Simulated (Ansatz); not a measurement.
Molecular dynamics of BFH$_{3}$N

Input file:

```yaml
crystal:
  periodic: [false, false, false]
  atoms:
    - { symbol: B, position_ang: [-0.007536, -0.00475, 0.074459] }
    - { symbol: "N", position_ang: [0.001823, -0.000465, 1.475331] }
    - { symbol: H, position_ang: [-0.846356, -0.104396, 2.029474] }
    - { symbol: H, position_ang: [0.855877, 0.106667, 2.024782] }
    - { symbol: F, position_ang: [1.152588, 0.137575, -0.597204] }
    - { symbol: H, position_ang: [-1.043798, -0.134631, -0.551842] }
basis:
  gaussian: { orbitals: def2-SVP }
hamiltonian:
  xc: pbe
md:
  timestep: 0.5
  n_steps: 100
  ensemble: nve
  temperature: 500.0
  initial_velocities: maxwell_boltzmann
  seed: 434468
```

Launched with:

```bash
$ ansatz run input.yaml --threads 1 --pin off --max-ram 2048MiB --backend cpu --events-out ev --progress --plain --runs-dir out
```

It starts from a relaxed structure.

Output, in part (one step line in 2, the closing report, with atoms numbered from 0):

```
md step     0: t =     0.00 fs  T =   500.0 K  F+E_penalty+E_count = -4925.34590621 eV  E_kin = 0.258520 eV  conserved = -4925.08738621 eV  (24 SCF iters)
md step     2: t =     1.00 fs  T =   431.9 K  F+E_penalty+E_count = -4925.31007419 eV  E_kin = 0.223334 eV  conserved = -4925.08673993 eV  (27 SCF iters)
md step     4: t =     2.00 fs  T =   304.3 K  F+E_penalty+E_count = -4925.24279847 eV  E_kin = 0.157333 eV  conserved = -4925.08546540 eV  (28 SCF iters)
md step     6: t =     3.00 fs  T =   250.3 K  F+E_penalty+E_count = -4925.21487110 eV  E_kin = 0.129393 eV  conserved = -4925.08547768 eV  (28 SCF iters)
md step     8: t =     4.00 fs  T =   274.3 K  F+E_penalty+E_count = -4925.22819942 eV  E_kin = 0.141800 eV  conserved = -4925.08639918 eV  (27 SCF iters)
md step    10: t =     5.00 fs  T =   281.7 K  F+E_penalty+E_count = -4925.23233209 eV  E_kin = 0.145650 eV  conserved = -4925.08668223 eV  (26 SCF iters)
md step    12: t =     6.00 fs  T =   237.2 K  F+E_penalty+E_count = -4925.20878929 eV  E_kin = 0.122634 eV  conserved = -4925.08615486 eV  (27 SCF iters)
md step    14: t =     7.00 fs  T =   191.6 K  F+E_penalty+E_count = -4925.18481057 eV  E_kin = 0.099079 eV  conserved = -4925.08573156 eV  (28 SCF iters)
md step    16: t =     8.00 fs  T =   187.7 K  F+E_penalty+E_count = -4925.18301177 eV  E_kin = 0.097025 eV  conserved = -4925.08598661 eV  (27 SCF iters)
md step    18: t =     9.00 fs  T =   199.5 K  F+E_penalty+E_count = -4925.18953357 eV  E_kin = 0.103169 eV  conserved = -4925.08636431 eV  (28 SCF iters)
md step    20: t =    10.00 fs  T =   192.1 K  F+E_penalty+E_count = -4925.18535751 eV  E_kin = 0.099325 eV  conserved = -4925.08603245 eV  (28 SCF iters)
md step    22: t =    11.00 fs  T =   200.9 K  F+E_penalty+E_count = -4925.18943966 eV  E_kin = 0.103889 eV  conserved = -4925.08555053 eV  (28 SCF iters)
md step    24: t =    12.00 fs  T =   269.0 K  F+E_penalty+E_count = -4925.22526834 eV  E_kin = 0.139078 eV  conserved = -4925.08619053 eV  (27 SCF iters)
md step    26: t =    13.00 fs  T =   329.4 K  F+E_penalty+E_count = -4925.25744018 eV  E_kin = 0.170336 eV  conserved = -4925.08710424 eV  (26 SCF iters)
md step    28: t =    14.00 fs  T =   288.0 K  F+E_penalty+E_count = -4925.23578238 eV  E_kin = 0.148915 eV  conserved = -4925.08686740 eV  (26 SCF iters)
md step    30: t =    15.00 fs  T =   170.3 K  F+E_penalty+E_count = -4925.17378545 eV  E_kin = 0.088034 eV  conserved = -4925.08575174 eV  (28 SCF iters)
md step    32: t =    16.00 fs  T =    97.9 K  F+E_penalty+E_count = -4925.13571735 eV  E_kin = 0.050628 eV  conserved = -4925.08508967 eV  (27 SCF iters)
md step    34: t =    17.00 fs  T =   142.4 K  F+E_penalty+E_count = -4925.15934036 eV  E_kin = 0.073635 eV  conserved = -4925.08570567 eV  (28 SCF iters)
md step    36: t =    18.00 fs  T =   237.8 K  F+E_penalty+E_count = -4925.20971028 eV  E_kin = 0.122927 eV  conserved = -4925.08678302 eV  (25 SCF iters)
md step    38: t =    19.00 fs  T =   268.2 K  F+E_penalty+E_count = -4925.22557809 eV  E_kin = 0.138679 eV  conserved = -4925.08689895 eV  (28 SCF iters)
md step    40: t =    20.00 fs  T =   219.5 K  F+E_penalty+E_count = -4925.19947731 eV  E_kin = 0.113480 eV  conserved = -4925.08599754 eV  (28 SCF iters)
md step    42: t =    21.00 fs  T =   181.2 K  F+E_penalty+E_count = -4925.17928272 eV  E_kin = 0.093668 eV  conserved = -4925.08561432 eV  (28 SCF iters)
md step    44: t =    22.00 fs  T =   194.9 K  F+E_penalty+E_count = -4925.18689602 eV  E_kin = 0.100781 eV  conserved = -4925.08611538 eV  (28 SCF iters)
md step    46: t =    23.00 fs  T =   214.3 K  F+E_penalty+E_count = -4925.19710192 eV  E_kin = 0.110790 eV  conserved = -4925.08631200 eV  (28 SCF iters)
md step    48: t =    24.00 fs  T =   216.3 K  F+E_penalty+E_count = -4925.19780986 eV  E_kin = 0.111830 eV  conserved = -4925.08598023 eV  (27 SCF iters)
md step    50: t =    25.00 fs  T =   233.0 K  F+E_penalty+E_count = -4925.20629896 eV  E_kin = 0.120490 eV  conserved = -4925.08580877 eV  (28 SCF iters)
md step    52: t =    26.00 fs  T =   281.2 K  F+E_penalty+E_count = -4925.23163209 eV  E_kin = 0.145386 eV  conserved = -4925.08624594 eV  (28 SCF iters)
md step    54: t =    27.00 fs  T =   314.7 K  F+E_penalty+E_count = -4925.24951173 eV  E_kin = 0.162697 eV  conserved = -4925.08681514 eV  (25 SCF iters)
md step    56: t =    28.00 fs  T =   279.3 K  F+E_penalty+E_count = -4925.23089699 eV  E_kin = 0.144394 eV  conserved = -4925.08650287 eV  (27 SCF iters)
md step    58: t =    29.00 fs  T =   216.3 K  F+E_penalty+E_count = -4925.19723601 eV  E_kin = 0.111839 eV  conserved = -4925.08539734 eV  (27 SCF iters)
md step    60: t =    30.00 fs  T =   239.7 K  F+E_penalty+E_count = -4925.20924875 eV  E_kin = 0.123926 eV  conserved = -4925.08532314 eV  (27 SCF iters)
md step    62: t =    31.00 fs  T =   353.1 K  F+E_penalty+E_count = -4925.26924244 eV  E_kin = 0.182590 eV  conserved = -4925.08665215 eV  (28 SCF iters)
md step    64: t =    32.00 fs  T =   420.0 K  F+E_penalty+E_count = -4925.30441867 eV  E_kin = 0.217137 eV  conserved = -4925.08728168 eV  (28 SCF iters)
md step    66: t =    33.00 fs  T =   367.5 K  F+E_penalty+E_count = -4925.27657927 eV  E_kin = 0.190021 eV  conserved = -4925.08655838 eV  (28 SCF iters)
md step    68: t =    34.00 fs  T =   268.2 K  F+E_penalty+E_count = -4925.22431307 eV  E_kin = 0.138678 eV  conserved = -4925.08563517 eV  (27 SCF iters)
md step    70: t =    35.00 fs  T =   223.9 K  F+E_penalty+E_count = -4925.20123994 eV  E_kin = 0.115751 eV  conserved = -4925.08548858 eV  (27 SCF iters)
md step    72: t =    36.00 fs  T =   253.1 K  F+E_penalty+E_count = -4925.21694714 eV  E_kin = 0.130867 eV  conserved = -4925.08608030 eV  (27 SCF iters)
md step    74: t =    37.00 fs  T =   292.9 K  F+E_penalty+E_count = -4925.23803321 eV  E_kin = 0.151464 eV  conserved = -4925.08656918 eV  (28 SCF iters)
md step    76: t =    38.00 fs  T =   293.2 K  F+E_penalty+E_count = -4925.23786539 eV  E_kin = 0.151614 eV  conserved = -4925.08625157 eV  (27 SCF iters)
md step    78: t =    39.00 fs  T =   284.9 K  F+E_penalty+E_count = -4925.23324085 eV  E_kin = 0.147318 eV  conserved = -4925.08592321 eV  (28 SCF iters)
md step    80: t =    40.00 fs  T =   297.9 K  F+E_penalty+E_count = -4925.24052604 eV  E_kin = 0.154050 eV  conserved = -4925.08647604 eV  (27 SCF iters)
md step    82: t =    41.00 fs  T =   283.4 K  F+E_penalty+E_count = -4925.23314823 eV  E_kin = 0.146503 eV  conserved = -4925.08664492 eV  (27 SCF iters)
md step    84: t =    42.00 fs  T =   226.0 K  F+E_penalty+E_count = -4925.20279192 eV  E_kin = 0.116857 eV  conserved = -4925.08593521 eV  (27 SCF iters)
md step    86: t =    43.00 fs  T =   196.5 K  F+E_penalty+E_count = -4925.18709746 eV  E_kin = 0.101580 eV  conserved = -4925.08551719 eV  (27 SCF iters)
md step    88: t =    44.00 fs  T =   239.1 K  F+E_penalty+E_count = -4925.20958182 eV  E_kin = 0.123639 eV  conserved = -4925.08594240 eV  (28 SCF iters)
md step    90: t =    45.00 fs  T =   306.6 K  F+E_penalty+E_count = -4925.24522993 eV  E_kin = 0.158519 eV  conserved = -4925.08671087 eV  (27 SCF iters)
md step    92: t =    46.00 fs  T =   310.8 K  F+E_penalty+E_count = -4925.24773171 eV  E_kin = 0.160698 eV  conserved = -4925.08703347 eV  (25 SCF iters)
md step    94: t =    47.00 fs  T =   218.6 K  F+E_penalty+E_count = -4925.19934622 eV  E_kin = 0.113022 eV  conserved = -4925.08632392 eV  (28 SCF iters)
md step    96: t =    48.00 fs  T =   111.4 K  F+E_penalty+E_count = -4925.14283298 eV  E_kin = 0.057579 eV  conserved = -4925.08525415 eV  (28 SCF iters)
md step    98: t =    49.00 fs  T =   100.2 K  F+E_penalty+E_count = -4925.13725657 eV  E_kin = 0.051790 eV  conserved = -4925.08546694 eV  (28 SCF iters)
md step   100: t =    50.00 fs  T =   166.1 K  F+E_penalty+E_count = -4925.17229873 eV  E_kin = 0.085899 eV  conserved = -4925.08639952 eV  (25 SCF iters)
Total energy: -4925.17232640 eV, -180.9967445934 hartree
Atom 0 at    -0.036550    -0.030836     0.063576 Å, force     0.240576     0.644054    -0.330962 eV/Å
Atom 1 at     0.012231    -0.029625     1.489155 Å, force     0.223928     0.021619    -1.652505 eV/Å
Atom 2 at    -0.853422     0.150589     1.971500 Å, force    -0.294190    -0.017507     0.672722 eV/Å
Atom 3 at     0.895682     0.241542     1.935200 Å, force    -0.334918    -0.091869     0.174117 eV/Å
Atom 4 at     1.163662     0.149249    -0.589008 Å, force    -0.975206    -0.387497     0.293587 eV/Å
Atom 5 at    -1.118723    -0.059567    -0.634144 Å, force     1.139811    -0.168800     0.843041 eV/Å
Dipole moment:    -0.140234     0.093024     0.470424 e Å
```

The run went to its last step. The conserved energy stayed within 0.39 meV per atom of its start (net change 0.16 meV per atom), so the integration is sound. A run of 0.05 ps of so small a system gives no equilibrium averages.

The same pairs are bonded in the first frame and the last. Pairs count as bonded within 1.25 times the sum of covalent radii (0.12 Å more for H–H).

Last frame:

```xyz
6
Properties=species:S:1:pos:R:3
B -0.037 -0.031 0.064
N 0.012 -0.030 1.489
H -0.853 0.151 1.972
H 0.896 0.241 1.935
F 1.164 0.149 -0.589
H -1.119 -0.060 -0.634
```

Run time: 96 s on 1 thread of Arm Neoverse V1, on a shared host, peak memory 0.09 GiB.
